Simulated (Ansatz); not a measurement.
Input for Ansatz (a first-principles code): R-CCSD(T)/aug-cc-pV(T+d)Z on ClFH2O (a complex). Files ending in .json are basis or fitting sets from the Basis Set Exchange.

Ansatz 0.2 input:
```yaml
crystal:
  periodic: [false, false, false]
  atoms:
    - {symbol: O, position_ang: [2.23981900, 0.00002700, -0.08823100]}
    - {symbol: H, position_ang: [2.60088700, 0.76196300, 0.37705500]}
    - {symbol: H, position_ang: [2.60108700, -0.76172700, 0.37719400]}
    - {symbol: Cl, position_ang: [-0.31586800, -0.00006600, -0.01691400]}
    - {symbol: F, position_ang: [-1.97230800, 0.00007400, 0.02657000]}
basis:
  gaussian:
    orbitals: aug-cc-pV_T+d_Z.json
magnetization: {spin_polarized: false}
correlation: {method: ccsd_t, electrons: outside_noble_gas}
scf: {lower_state_search: off}
```

Predict the final total energy.

-635.7505 hartree (reference determinant -634.9691, T1 diagnostic 0.013).

How many basis functions does it have, and what does it roughly cost on one machine?

193 functions; around 30 core-seconds (rough).
